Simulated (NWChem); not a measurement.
All runs are NWChem calculations. System: hydrogen peroxide (H₂O₂), charge 0, spin multiplicity 1, at a geometry optimised with PBE0/def2-SVP. Level: TD-PBE/def2-SVPD.

Input file:

```
start mol
memory heap 200 mb stack 800 mb global 1000 mb
geometry units angstroms nocenter noautoz
  O     -0.294240     0.645331    -0.054706
  O      0.294240    -0.645331    -0.054706
  H      0.367293     1.150276     0.437648
  H     -0.367293    -1.150276     0.437648
  symmetry group C2
end
basis spherical
  * library def2-svpd
end
dft
  xc xpbe96 cpbe96
  semidirect memsize 60000000 filesize 0
  iterations 100
end
tddft
  rpa
  nroots 6
  notriplet
  thresh 1e-4
end
task tddft energy
```

Part of the output:

```
             Northwest Computational Chemistry Package (NWChem) 7.3.0
             --------------------------------------------------------

                                NWChem Input Module
                                -------------------

 Scaling coordinates for geometry "geometry" by  1.889725989
 (inverse scale =  0.529177249)

 Turning off AUTOSYM since
 SYMMETRY directive was detected!

                             Geometry "geometry" -> ""
                             -------------------------

 Output coordinates in angstroms (scale by  1.889725989 to convert to a.u.)

  No.       Tag          Charge          X              Y              Z
 ---- ---------------- ---------- -------------- -------------- --------------
    1 O                    8.0000    -0.29424000     0.64533100    -0.05470600
    2 O                    8.0000     0.29424000    -0.64533100    -0.05470600
    3 H                    1.0000     0.36729300     1.15027600     0.43764800
    4 H                    1.0000    -0.36729300    -1.15027600     0.43764800

 Effective nuclear repulsion energy (a.u.)      37.3948476217

            Nuclear Dipole moment (a.u.)
            ----------------------------
        X                 Y               Z
 ---------------- ---------------- ----------------
     0.0000000000     0.0000000000     0.0000000000

      Symmetry information
      --------------------

 Group name             C2
 Group number              4
 Group order               2
 No. of unique centers     2

      Symmetry unique atoms

     1    3


 Summary of "ao basis" -> "" (spherical)
 ------------------------------------------------------------------------------
       Tag                 Description            Shells   Functions and Types
 ---------------- ------------------------------  ------  ---------------------
 *                         def2-svpd                  on all atoms

  pbe96 is a nonlocal functional; adding pw91lda local functional.

                                 NWChem DFT Module
                                 -----------------

 Summary of "ao basis" -> "ao basis" (spherical)
 ------------------------------------------------------------------------------
       Tag                 Description            Shells   Functions and Types
 ---------------- ------------------------------  ------  ---------------------
 O                         def2-svpd                 9       23   4s3p2d
 H                         def2-svpd                 4        8   2s2p

 Summary of "ao basis" -> "ao basis" (spherical)
 ------------------------------------------------------------------------------
       Tag                 Description            Shells   Functions and Types
 ---------------- ------------------------------  ------  ---------------------
 O                         def2-svpd                 9       23   4s3p2d
 H                         def2-svpd                 4        8   2s2p

      Symmetry analysis of basis
      --------------------------

        a          31
        b          31

            General Information
            -------------------
          SCF calculation type: DFT
          Wavefunction type:  closed shell.
          No. of atoms     :     4
          No. of electrons :    18
           Alpha electrons :     9
            Beta electrons :     9
          Charge           :     0
          Spin multiplicity:     1
          Use of symmetry is: off; symmetry adaption is: on
          Maximum number of iterations: 100
          AO basis - number of functions:    62
                     number of shells:    26
          Convergence on energy requested:  1.00D-06
          Convergence on density requested:  1.00D-05
          Convergence on gradient requested:  5.00D-04

              XC Information
              --------------
          PerdewBurkeErnzerhof Exchange Functional  1.000
            Perdew 1991 LDA Correlation Functional  1.000 local
           PerdewBurkeErnz. Correlation Functional  1.000 non-local

             Grid Information
             ----------------
          Grid used for XC integration:  medium
          Radial quadrature: Mura-Knowles
          Angular quadrature: Lebedev.
          Tag              B.-S. Rad. Rad. Pts. Rad. Cut. Ang. Pts.
          ---              ---------- --------- --------- ---------
          O                   0.60       49           8.0       434
          H                   0.35       45           8.0       434
          Grid pruning is: on
          Number of quadrature shells:   188
          Spatial weights used:  Erf1

          Convergence Information
          -----------------------
          Convergence aids based upon iterative change in
          total energy or number of iterations.
          Levelshifting, if invoked, occurs when the
          HOMO/LUMO gap drops below (HL_TOL):  1.00D-02
          DIIS, if invoked, will attempt to extrapolate
          using up to (NFOCK): 10 stored Fock matrices.

                    Damping( 0%)  Levelshifting(0.5)       DIIS
                  --------------- ------------------- ---------------
          dE  on:    start            ASAP                start
          dE off:    2 iters        100 iters           100 iters

      Screening Tolerance Information
      -------------------------------
          Density screening/tol_rho:  1.00D-10
          AO Gaussian exp screening on grid/accAOfunc:  14
          CD Gaussian exp screening on grid/accCDfunc:  20
          XC Gaussian exp screening on grid/accXCfunc:  20
          Schwarz screening/accCoul:  1.00D-08
[...]
            General Information
            -------------------
           No. of orbitals :     124
            Alpha orbitals :      62
             Beta orbitals :      62
        Alpha frozen cores :       0
         Beta frozen cores :       0
     Alpha frozen virtuals :       0
      Beta frozen virtuals :       0
         Spin multiplicity :       1
    Number of AO functions :      62
        Use of symmetry is : off
      Symmetry adaption is : on
         Schwarz screening :  0.10D-07

              XC Information
              --------------
   PerdewBurkeErnzerhof Exchange Functional   1.00
     Perdew 1991 LDA Correlation Functional   1.00 local
    PerdewBurkeErnz. Correlation Functional   1.00 non-local

             TDDFT Information
             -----------------
          Calculation type : TDDFT
         Wavefunction type : Restricted singlets
          No. of electrons :      18
           Alpha electrons :       9
            Beta electrons :       9
              No. of roots :       6
          Max subspacesize :    5200
            Max iterations :     100
               Target root :       1
           Target symmetry : none
      Symmetry restriction : off
                 Algorithm : Optimal
        Davidson threshold :  0.10D-03

            Memory Information
            ------------------
          Available GA space size is         131068156 doubles
          Available MA space size is          37549644 doubles
          Length of a trial vector is          477
          Algorithm : Incore multiple tensor contraction
          Estimated peak GA usage is          10127212 doubles
          Estimated peak MA usage is             25800 doubles

    6 smallest eigenvalue differences (eV)
--------------------------------------------------------
  No. Spin  Occ  Vir  Irrep   E(Occ)    E(Vir)   E(Diff)
--------------------------------------------------------
    1    1    9   10 a        -0.233    -0.035     5.394
    2    1    9   11 b        -0.233    -0.012     6.028
    3    1    8   10 b        -0.281    -0.035     6.687
    4    1    8   11 a        -0.281    -0.012     7.322
    5    1    9   12 a        -0.233     0.036     7.323
    6    1    8   12 b        -0.281     0.036     8.617
--------------------------------------------------------

  Entering Davidson iterations
  Restricted singlet excited states

  Iter   NTrls   NConv    DeltaV     DeltaE      Time
  ----  ------  ------  ---------  ---------  ---------
    1      6       0     0.25E+00   0.10+100        1.6
    2     12       0     0.78E-01   0.75E-02        1.5
    3     24       0     0.20E-01   0.15E-02        2.8
    4     36       0     0.67E-02   0.14E-03        2.8
    5     48       0     0.36E-02   0.14E-04        2.8
    6     60       2     0.16E-02   0.45E-05        3.1
    7     68       2     0.56E-03   0.88E-06        2.2
    8     76       5     0.28E-03   0.89E-07        2.3
    9     78       5     0.11E-03   0.21E-07        1.0
   10     80       6     0.88E-04   0.26E-08        1.1
  ----  ------  ------  ---------  ---------  ---------
  Convergence criterion met

  Ground state a        -151.294795424909 a.u.

  ----------------------------------------------------------------------------
  Root   1 singlet a              0.214182252 a.u.                5.8282 eV
  ----------------------------------------------------------------------------
     Transition Moments    X -0.00000   Y -0.00000   Z -0.24226
     Transition Moments   XX  0.04962  XY -0.05303  XZ -0.00000
     Transition Moments   YY -0.06845  YZ -0.00000  ZZ -0.16236
     Dipole Oscillator Strength                    0.0083802743
     Electric Quadrupole                           0.0000000007
     Magnetic Dipole                               0.0000000957
     Total Oscillator Strength                     0.0083803707

          sigma_e =   2.0148 Angstrom
          sigma_h =   1.1121 Angstrom
         |d_h->e| =   0.2215 Angstrom
            d_exc =   2.3232 Angstrom
            d_CD1 =   1.1242 Angstrom
            d_CD2 =  -1.3419 Angstrom
            d_CD3 =   2.5448 Angstrom
     Pearson C.C. =  -0.0117

     Occ.    9  b   ---  Virt.   10  b   -0.99318 X
     Occ.    9  b   ---  Virt.   12  b    0.09898 X
     Occ.    9  b   ---  Virt.   13  b   -0.05514 X
  ----------------------------------------------------------------------------
  Root   2 singlet b              0.223704671 a.u.                6.0873 eV
  ----------------------------------------------------------------------------
     Transition Moments    X -0.08010   Y  0.13549   Z  0.00000
     Transition Moments   XX -0.00000  XY  0.00000  XZ -0.17412
     Transition Moments   YY  0.00000  YZ  1.20771  ZZ -0.00000
     Dipole Oscillator Strength                    0.0036946825
     Electric Quadrupole                           0.0000000888
     Magnetic Dipole                               0.0000006903
     Total Oscillator Strength                     0.0036954616

          sigma_e =   2.2813 Angstrom
          sigma_h =   1.1116 Angstrom
         |d_h->e| =   0.8367 Angstrom
            d_exc =   2.6877 Angstrom
            d_CD1 =   2.0063 Angstrom
            d_CD2 =  -0.8598 Angstrom
            d_CD3 =   3.5244 Angstrom
     Pearson C.C. =  -0.0166

     Occ.    9  b   ---  Virt.   11  a   -0.99882 X
  ----------------------------------------------------------------------------
  Root   3 singlet b              0.263598382 a.u.                7.1729 eV
  ----------------------------------------------------------------------------
     Transition Moments    X  0.30375   Y -0.08146   Z -0.00000
     Transition Moments   XX  0.00000  XY -0.00000  XZ  0.12711
     Transition Moments   YY -0.00000  YZ -0.10926  ZZ  0.00000
     Dipole Oscillator Strength                    0.0173802704
     Electric Quadrupole                           0.0000000027
     Magnetic Dipole                               0.0000002071
     Total Oscillator Strength                     0.0173804803

          sigma_e =   2.0387 Angstrom
          sigma_h =   1.1235 Angstrom
         |d_h->e| =   0.1066 Angstrom
            d_exc =   2.3245 Angstrom
            d_CD1 =   1.0217 Angstrom
            d_CD2 =  -1.4745 Angstrom
            d_CD3 =   2.4311 Angstrom
     Pearson C.C. =   0.0058

     Occ.    7  a   ---  Virt.   10  b   -0.05092 X
     Occ.    8  a   ---  Virt.   10  b    0.98702 X
     Occ.    8  a   ---  Virt.   12  b   -0.09962 X
     Occ.    8  a   ---  Virt.   13  b    0.07973 X
     Occ.    9  b   ---  Virt.   14  a   -0.05088 X
  ----------------------------------------------------------------------------
  Root   4 singlet a              0.271258709 a.u.                7.3813 eV
  ----------------------------------------------------------------------------
     Transition Moments    X  0.00000   Y  0.00000   Z -0.11158
     Transition Moments   XX -0.55310  XY  1.05501  XZ  0.00000
     Transition Moments   YY  0.93462  YZ -0.00000  ZZ -0.32695
     Dipole Oscillator Strength                    0.0022516003
     Electric Quadrupole                           0.0000001866
     Magnetic Dipole                               0.0000011556
     Total Oscillator Strength                     0.0022529425

          sigma_e =   2.2713 Angstrom
          sigma_h =   1.1261 Angstrom
         |d_h->e| =   0.7236 Angstrom
            d_exc =   2.6616 Angstrom
            d_CD1 =   1.8689 Angstrom
            d_CD2 =  -0.9751 Angstrom
            d_CD3 =   3.3852 Angstrom
     Pearson C.C. =  -0.0261

     Occ.    8  a   ---  Virt.   11  a   -0.98496 X
     Occ.    9  b   ---  Virt.   12  b   -0.16207 X
  ----------------------------------------------------------------------------
  Root   5 singlet a              0.273372198 a.u.                7.4388 eV
  ----------------------------------------------------------------------------
     Transition Moments    X -0.00000   Y -0.00000   Z -0.20700
     Transition Moments   XX  0.26693  XY  0.12844  XZ -0.00000
     Transition Moments   YY -0.22489  YZ  0.00000  ZZ -0.17047
     Dipole Oscillator Strength                    0.0078090272
     Electric Quadrupole                           0.0000000097
     Magnetic Dipole                               0.0000000000
     Total Oscillator Strength                     0.0078090369

          sigma_e =   2.2418 Angstrom
          sigma_h =   1.1125 Angstrom
         |d_h->e| =   0.4747 Angstrom
            d_exc =   2.5225 Angstrom
            d_CD1 =   1.6040 Angstrom
            d_CD2 =  -1.2024 Angstrom
            d_CD3 =   2.9971 Angstrom
     Pearson C.C. =   0.0252

     Occ.    8  a   ---  Virt.   11  a   -0.16719 X
     Occ.    9  b   ---  Virt.   10  b    0.08963 X
     Occ.    9  b   ---  Virt.   12  b    0.97866 X
     Occ.    9  b   ---  Virt.   13  b    0.07236 X
  ----------------------------------------------------------------------------
  Root   6 singlet b              0.322310630 a.u.                8.7705 eV
  ----------------------------------------------------------------------------
     Transition Moments    X  0.05187   Y  0.31610   Z  0.00000
     Transition Moments   XX -0.00000  XY -0.00000  XZ -0.09476
     Transition Moments   YY -0.00000  YZ  0.27444  ZZ  0.00000
     Dipole Oscillator Strength                    0.0220477796
     Electric Quadrupole                           0.0000000150
     Magnetic Dipole                               0.0000000281
     Total Oscillator Strength                     0.0220478227

          sigma_e =   2.2570 Angstrom
          sigma_h =   1.1235 Angstrom
         |d_h->e| =   0.3203 Angstrom
            d_exc =   2.5426 Angstrom
            d_CD1 =   1.4537 Angstrom
            d_CD2 =  -1.3700 Angstrom
            d_CD3 =   2.8629 Angstrom
     Pearson C.C. =  -0.0011

     Occ.    8  a   ---  Virt.   10  b   -0.09915 X
     Occ.    8  a   ---  Virt.   12  b   -0.97240 X
     Occ.    8  a   ---  Virt.   13  b   -0.07238 X
     Occ.    9  b   ---  Virt.   14  a   -0.18373 X

              Target root =      1
          Target symmetry = none
      Ground state energy =   -151.294795424909
        Excitation energy =      0.214182252026
     Excited state energy =   -151.080613172883

  stored tddft:energy   -151.08061317288306

 Task  times  cpu:       24.3s     wall:       24.3s

 Total times  cpu:       24.3s     wall:       24.3s
```
